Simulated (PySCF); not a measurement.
Molecule: Cyclopropane (SMILES C1CC1).

Molfile (atoms numbered from 1):
```
C3H6
     RDKit          3D

  9  9  0  0  0  0  0  0  0  0999 V2000
    0.8471    0.1673    0.0612 C   0  0  0  0  0  0  0  0  0  0  0  0
   -0.2705   -0.7998   -0.1906 C   0  0  0  0  0  0  0  0  0  0  0  0
   -0.5765    0.6325    0.1294 C   0  0  0  0  0  0  0  0  0  0  0  0
    1.4067    0.0775    0.9963 H   0  0  0  0  0  0  0  0  0  0  0  0
    1.4549    0.4869   -0.7896 H   0  0  0  0  0  0  0  0  0  0  0  0
   -0.4334   -1.1458   -1.2150 H   0  0  0  0  0  0  0  0  0  0  0  0
   -0.4815   -1.5556    0.5709 H   0  0  0  0  0  0  0  0  0  0  0  0
   -0.9976    0.8639    1.1117 H   0  0  0  0  0  0  0  0  0  0  0  0
   -0.9494    1.2735   -0.6742 H   0  0  0  0  0  0  0  0  0  0  0  0
  1  2  1  0
  2  3  1  0
  3  1  1  0
  1  4  1  0
  1  5  1  0
  2  6  1  0
  2  7  1  0
  3  8  1  0
  3  9  1  0
M  END
```

Geometry PBE0-D3(BJ)/def2-SVP throughout; GIAO in PySCF 2.14.0 with density-fitted response routines, gas phase, one conformer, non-relativistic; equivalent atoms averaged; functional PBE0.

For orientation, IGLO-III gives these shifts δ (against TMS at the same level): C1/C2/C3 -2.2, H4/H5/H6/H7/H8/H9 0.24 ppm.

A run gave: C1/C2/C3 -1.4, H4/H5/H6/H7/H8/H9 0.26 ppm (shifts δ (against TMS at the same level)).

Question: Which basis set was used in that run?
A. pcSseg-0
B. STO-3G
C. 6-31G
D. pcSseg-1

Answer: D. H4/H5/H6/H7/H8/H9 tells them apart best: pcSseg-1 gives 0.26, STO-3G gives 0.49, 6-31G gives 0.48, pcSseg-0 gives 0.46 ppm.
